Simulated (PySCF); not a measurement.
# BP⁺ (quartet): the SCF solver's settings

The same problem is solved with other solver options, one edit a run.

Program: PySCF 2.14.0. Level of theory: method and basis as typed in the scripts. These are calculated values, not measurements.

4 further runs of the same task are left out: 4 that didn't finish.

### 1 Starting geometry

BP⁺ (quartet): 2 atoms, charge 1, spin multiplicity 4.

Bond lengths: B1–P2 1.980 Å.

### 2 Base script

File input.py:

```python
from pyscf import gto, dft

mol = gto.M(
    atom='B 0 0 0; P 0 0 1.98',
    basis='3-21g',
    charge=1,
    spin=3,
    symmetry=True,
    verbose=4,
)
mf = dft.ROKS(mol, xc='pbe')
mf.kernel()
mf.analyze()
print('orbital energies (hartree):', mf.mo_energy[..., max(0, mol.nelec[1]-3):mol.nelec[0]+3].round(4))
```

The run is started by

```bash
$ OMP_NUM_THREADS=1 python input.py
```

The log of this run is left out.

In short: E(SCF) = -363.607956 Eh, 9 cycles.

The bond length is a typed value, not an optimised one. The dipole of an ion depends on the origin. The quartet is typed in the script; nothing here shows that it is the ground state.

### 3 Initial guess mod_huckel

Edit 1 changes initial guess: minao → mod_huckel.

File input.py:

```python
from pyscf import gto, dft

mol = gto.M(
    atom='B 0 0 0; P 0 0 1.98',
    basis='3-21g',
    charge=1,
    spin=3,
    symmetry=True,
    verbose=4,
)
mf = dft.ROKS(mol, xc='pbe')
mf.init_guess = 'mod_huckel'
mf.kernel()
mf.analyze()
print('orbital energies (hartree):', mf.mo_energy[..., max(0, mol.nelec[1]-3):mol.nelec[0]+3].round(4))
```

The run is started by

```bash
$ OMP_NUM_THREADS=1 python input.py
```

### 4 Initial guess atom

Edit 2 changes initial guess: minao → atom.

Changes to input.py since step 2:

```diff
@@ -11,2 +11,3 @@
 mf = dft.ROKS(mol, xc='pbe')
+mf.init_guess = 'atom'
 mf.kernel()
```

### 5 Initial guess 1e

Edit 3 changes initial guess: minao → 1e.

Changes to input.py since step 2:

```diff
@@ -11,2 +11,3 @@
 mf = dft.ROKS(mol, xc='pbe')
+mf.init_guess = '1e'
 mf.kernel()
```

What does the calculation give? Wanted: for each run, E(SCF); from base.

**Answer**, as computed:

```
                     run  E(SCF) (hartree)  from base (eV)  cycles
                    base       -363.607956               0       9
initial guess mod_huckel       -363.607956          0.0000      12
      initial guess atom       -363.607956          0.0000       8
        initial guess 1e       -363.607956          0.0000      13
```

Distance from each run's final energy (log10 hartree) by cycle:

```csv
run,cycle 1,cycle 2,cycle 3,cycle 5,cycle 8,cycle 12
base,-1.5,-1.4,-1.5,-5.2,-9.9,done
initial guess mod_huckel,-0.2,0.0,-0.3,-0.3,-2.9,-9.2
initial guess atom,-1.9,-2.0,-1.9,-6.2,-9.3,done
initial guess 1e,0.6,0.5,0.2,-1.1,-4.1,-9.7
```

In words: With initial guess mod_huckel or initial guess atom or initial guess 1e the SCF ends at the base energy. The base needs 9 cycles and the run with initial guess 1e needs 13.
